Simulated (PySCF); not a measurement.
Dipole moment and polarisability of `C=C(C)[P@H](C)=S`

C₄H₉PS.
Geometry (GFN2-xTB, Å), atoms numbered from 1 in this order:
```xyz
15
C4H9PS angstrom
C     -1.3584    1.2791   -0.7269
C     -0.8029    0.1601   -0.2870
C     -1.4747   -0.8687    0.5626
P      0.9281   -0.1780   -0.7670
C      1.9139    0.0391    0.7659
S      1.6261    0.7652   -2.2982
H     -0.8050    1.9493   -1.3670
H     -2.3705    1.5590   -0.4834
H     -0.8560   -1.1305    1.4201
H     -1.6391   -1.7765   -0.0190
H     -2.4360   -0.5052    0.9176
H      0.9002   -1.5773   -0.8665
H      2.9278   -0.3058    0.5640
H      1.4960   -0.5074    1.6079
H      1.9460    1.1059    0.9911
```

Level: CAM-B3LYP/def2-SVPD (PySCF), static field, nuclei fixed, core orbitals frozen in the response. The polarisability tensor in these axes (au):

```
x    99.97  -1.93  -6.92
y    -1.93  88.54 -12.79
z    -6.92 -12.79  95.45
```

**Question.** What are the eigenvalues, a third of the trace, and Δα (Δα² = ½Σ(αi − αj)² over the three pairs)?

**Answer.** Principal values 77.25, 98.74 and 107.96 au; mean 94.65 au = 14.03 Å³ = 15.61 × 10⁻⁴⁰ C²·m²/J; Δα = 27.29 au (29 % of the mean).

**Question.** What is the dipole moment, and where does it point?

**Answer.** (-2.09, -1.68, 4.04) D, 4.85 D in size, pointing from the negative to the positive side. Measured along this direction, the outermost atoms are S6 at the negative end and H11 and H9 at the positive end.

**Question.** What depolarisation ratio follows for Rayleigh scattering of linearly polarised light, taking the static tensor?

**Answer.** ρ = 3Δα²/(45ᾱ² + 4Δα²) = 2234.5/(403155 + 2979.4) = 0.0055.

**Question.** In TDDFT the mean static polarisability is Σ f/ω² over all singlet excitations (ω in hartree). How much of it do the 8 lowest give? Their energies (eV) and oscillator strengths: 5.18, 0.0035; 5.32, 0.0092; 6.07, 0.0312; 6.11, 0.0197; 6.15, 0.0323; 6.27, 0.0357; 6.60, 0.0159; 6.76, 0.0346.

**Answer.** They add up to 3.49 au, 3.7 % of the 94.65 au; the largest single term is 0.67 au, from the state at 6.27 eV. Terms in order: 0.10, 0.24, 0.63, 0.39, 0.63, 0.67, 0.27, 0.56 au. Higher excitations give the rest. The strengths listed sum to 0.182.

**Question.** Give the principal axes and the span of the nuclei along them.

**Answer.** Largest value along (-0.53, -0.43, 0.73), where the nuclei span 5.05 Å; middle along (0.81, -0.51, 0.29), 5.55 Å; least along (0.25, 0.74, 0.62), 3.67 Å. The strongest response doesn't lie along the longest of the three spans.

**Question.** Estimate the molar refractivity from the static electronic polarisability.

**Answer.** Lorentz–Lorenz: R = (4π/3)N_A α = 2.5225 cm³/(mol·Å³) × 14.03 Å³ = 35.4 cm³/mol, in the limit of long wavelengths.

**Question.** What would n − 1 = 2πNα be for an ideal gas of these molecules at 350 K and 1 atm, electronic part alone?

**Answer.** N = p/kT = 2.0968 × 10¹⁹ cm⁻³, so n − 1 = 2π × N × 14.03 × 10⁻²⁴ cm³ = 1848 × 10⁻⁶ at long wavelengths, for an ideal gas.

Isolated species at its GFN2-xTB geometry (one conformer only).

The run behind these numbers computed excited states as well. The run took about 1.6 min of CPU time (grids of density and orbitals included) (one thread, shared machine).
